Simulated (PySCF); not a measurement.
Bond curve of NaO

Set-up: basis Na x2c-TZVPPall, O x2c-TZVPPall; spin-free X2C with a Gaussian nucleus; PySCF 2.14. Energies in eV from Na + O in their ground configurations at the same level. State: ²Π (doublet), unpaired electrons π ↑.

All columns are UHF. A positive dipole means Na(−)O(+).

```json
{"R (Å)": "1.765", "E (eV)": "-0.296", "μ (D)": "-7.51", "Mulliken charge on Na (basis-dependent)": "0.82", "HOMO (eV)": "-8.99", "LUMO (eV)": "-0.14", "Mayer bond order": "0.34", "⟨S²⟩": "0.76"}
{"R (Å)": "1.847", "E (eV)": "-0.608", "μ (D)": "-7.81", "Mulliken charge on Na (basis-dependent)": "0.82", "HOMO (eV)": "-8.85", "LUMO (eV)": "-0.19", "Mayer bond order": "0.34", "⟨S²⟩": "0.76"}
{"R (Å)": "1.929", "E (eV)": "-0.774", "μ (D)": "-8.12", "Mulliken charge on Na (basis-dependent)": "0.81", "HOMO (eV)": "-8.71", "LUMO (eV)": "-0.24", "Mayer bond order": "0.35", "⟨S²⟩": "0.76"}
{"R (Å)": "1.990", "E (eV)": "-0.829", "μ (D)": "-8.35", "Mulliken charge on Na (basis-dependent)": "0.81", "HOMO (eV)": "-8.61", "LUMO (eV)": "-0.28", "Mayer bond order": "0.36", "⟨S²⟩": "0.76"}
{"R (Å)": "2.052", "E (eV)": "-0.841", "μ (D)": "-8.59", "Mulliken charge on Na (basis-dependent)": "0.80", "HOMO (eV)": "-8.51", "LUMO (eV)": "-0.32", "Mayer bond order": "0.37", "⟨S²⟩": "0.76"}
{"R (Å)": "2.114", "E (eV)": "-0.820", "μ (D)": "-8.82", "Mulliken charge on Na (basis-dependent)": "0.80", "HOMO (eV)": "-8.42", "LUMO (eV)": "-0.36", "Mayer bond order": "0.38", "⟨S²⟩": "0.76"}
{"R (Å)": "2.196", "E (eV)": "-0.754", "μ (D)": "-9.14", "Mulliken charge on Na (basis-dependent)": "0.79", "HOMO (eV)": "-8.31", "LUMO (eV)": "-0.41", "Mayer bond order": "0.40", "⟨S²⟩": "0.76"}
{"R (Å)": "2.298", "E (eV)": "-0.631", "μ (D)": "-9.53", "Mulliken charge on Na (basis-dependent)": "0.78", "HOMO (eV)": "-8.17", "LUMO (eV)": "-0.47", "Mayer bond order": "0.41", "⟨S²⟩": "0.76"}
{"R (Å)": "2.421", "E (eV)": "-0.447", "μ (D)": "-10.00", "Mulliken charge on Na (basis-dependent)": "0.77", "HOMO (eV)": "-7.93", "LUMO (eV)": "-0.55", "Mayer bond order": "0.42", "⟨S²⟩": "0.77"}
{"R (Å)": "2.586", "E (eV)": "-0.174", "μ (D)": "-10.59", "Mulliken charge on Na (basis-dependent)": "0.76", "HOMO (eV)": "-7.44", "LUMO (eV)": "-0.64", "Mayer bond order": "0.44", "⟨S²⟩": "0.78"}
```

A fit through these points gives, at Re = 2.041 Å, μ = -8.54 D and dμ/dR = -3.82 D/Å; the reduced mass is 9.432 u.

How strong is the fundamental in the double-harmonic approximation, I = 42.26·(dμ/dR)²/μred km/mol?

I = 42.26·(-3.82)²/9.432 = 65.4 km/mol at UHF.

Hartree–Fock leaves out correlation, which carries a large part of most bond energies and some tenths to 1 eV of ionisation energies. The state was picked by a PBE0 search and need not be the measured ground state.
